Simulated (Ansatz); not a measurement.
Zinc-blende BeTe: LDA at its full settings (plane-wave cutoff 520 eV, 10×10×10 k mesh, Fermi–Dirac smearing 0.01 eV, scalar-relativistic PAW data made under PBE) and at cheaper ones, in a cell of 2 atoms with Γ-centred meshes.

| level and setting | lattice parameter a (Å) | bulk modulus B0 (GPa) |
|---|---|---|
| LDA (Ansatz) | 5.554 | 63.7 |
| LDA (2×2×2 k mesh) (Ansatz) | 5.785 | 51.4 |
| LDA (4×4×4 k mesh) (Ansatz) | 5.568 | 63.1 |

Largest shifts from the full settings: lattice constant a +4.16 % (LDA (2×2×2 k mesh)), against a difference of -1.28 % of the full result from the reference 5.626 Å (measured, temperature not stated, no zero-point or thermal correction; as tabulated in Bernardini et al. (2000), arXiv:cond-mat/0007180); bulk modulus -19.3 % (LDA (2×2×2 k mesh)), against a difference of -4.9 % of the full result from the reference 67 GPa (measured, room temperature, no zero-point or thermal correction; as tabulated in Elmahjoubi et al. (2023), arXiv:2303.01780).

Ansatz's density-functional and Hartree–Fock values are scalar-relativistic unless marked +SOC, with PAW data made under PBE.

Run with cheap settings on purpose, which may leave them unconverged: LDA (2×2×2 k mesh), LDA (4×4×4 k mesh).

Ansatz is a quantum-chemistry and plane-wave program.
